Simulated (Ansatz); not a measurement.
Cartesian coordinates in Å:
```
O -0.795 0.454 -1.769
C 0.315 0.355 -0.907
C -0.077 0.090 0.503
F -0.818 1.072 1.030
C 0.244 -0.980 1.213
Cl -0.211 -1.208 2.843
H -1.339 1.191 -1.478
H 0.931 -0.468 -1.269
H 0.923 1.270 -0.937
H 0.827 -1.776 0.772
```

Total charge 0; spin multiplicity 1.

Question: List the B3LYP/def2-TZVPP orbital energies in eV (the Gaussian-basis code of Ansatz). (Estimate.)

Answer: Computed: Occupied: -2763.00, -672.50, -521.00, -279.59, -278.87, -278.60, -257.70, -196.79, -196.56, -196.54, -34.07, -28.54, -24.24, -21.62, -19.03, -16.75, -15.17, -14.25, -14.08, -13.12, -12.54, -11.92, -11.38, -10.23, -9.96, -8.85, -8.28, -7.17. Lowest empty: -0.46, 0.61, 0.78, 1.32, 2.09, 2.72, 3.44, 3.79.

B3LYP here is the variant with VWN-RPA as its local correlation; programs differ in this.
